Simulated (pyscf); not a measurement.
## Routes from HN=Si: [singlet] + HCl

Candidate steps break at most two bonds and form at most two. Each was searched with GFN2-xTB (tblite) first. Single points on ωB97X-D3(BJ)/def2-SVP structures (PySCF, gas phase). Correlated levels are frozen-core, on RHF or UHF. ΔMP2 is the change of the MP2 total energy from the triple- to the quadruple-zeta basis. Energies: CCSD(T)/def2-TZVPP + ΔMP2(QZVPP), eV, from the separated reactants, singlet surface; ΔG‡ with ideal gas, 1 atm, RRHO with modes under 100 cm⁻¹ raised to 100, one conformer, R ln 2 for chiral ones without a mode under 150 cm⁻¹.

```csv
products,type,ΔE‡,ΔE,ΔG‡ 298 K,ΔG‡ 900 K,ν‡ (cm⁻¹)
H₂N–Si:–Cl [singlet],addition across a multiple bond or ene-type step,0.32,-2.06,0.62,1.37,794i
HN=Si: [singlet] + HCl,four-centre exchange,1.39,0.00,1.71,2.47,781i
```

Row 1: On the reactant side the descent ends in a complex, 0.21 eV under the separated species and 0.31 eV under the saddle at ωB97X-D3(BJ)/def2-TZVP. Row 2: On the reactant side the descent ends in a complex, 0.21 eV under the separated species and 1.47 eV under the saddle at ωB97X-D3(BJ)/def2-TZVP. On the product side the descent ends in a complex, 0.21 eV under the separated species and 1.47 eV under the saddle at ωB97X-D3(BJ)/def2-TZVP. 

Plain bond fissions and candidates not yet searched are not listed, and one of them may be faster. Each barrier is that of the saddle found; lower ones may exist. The CCSD(T) − MP2 part came from Ansatz, without density fitting, on the same reference.
